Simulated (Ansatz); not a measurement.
Reaction (SMILES): OCl (OH-Cl) + H+ → [OH2+]Cl
B3LYP-D3(BJ)/def2-TZVP geometries, fixed; electronic energies without zero-point terms; positive where energy is released.

Basis-set convergence of the proton affinity at B3LYP with Ansatz (a program for electronic structure). Cartesian d functions, on some or all atoms, in 6-31G*, 6-31G**; all else is spherical. The program fits the integrals of some runs and decomposes those of others, by size. The proton sits at the site shown, which need not be the one that binds it best. No added dispersion term, no relativity. Functions are those of the species that has most. Reference: the value in pcseg-4, 159.07 kcal/mol, itself unsure by roughly 0.07 kcal/mol (its mean distance from aug-pcseg-3, aug-cc-pV(Q+d)Z, cc-pV(5+d)Z).

```tsv
basis	functions	proton affinity (kcal/mol)
STO-3G	16	___
3-21G	26	168.75
6-31G*	38	159.59
pcseg-1	42	156.37
6-31G**	44	162.88
aug-cc-pV(D+d)Z	73	___
def2-TZVPP	101	159.69
jun-cc-pV(T+d)Z	115	___
def2-TZVPPD	125	158.91
aug-cc-pV(T+d)Z	147	___
pcseg-3	190	159.08
cc-pV(5+d)Z	301	159.21
pcseg-4	328	159.07
```

Q: Some entries are withheld; supply them.

A: 
- STO-3G, proton affinity (kcal/mol): 198.16
- aug-cc-pV(D+d)Z, proton affinity (kcal/mol): 157.49
- jun-cc-pV(T+d)Z, proton affinity (kcal/mol): 158.67
- aug-cc-pV(T+d)Z, proton affinity (kcal/mol): 158.74
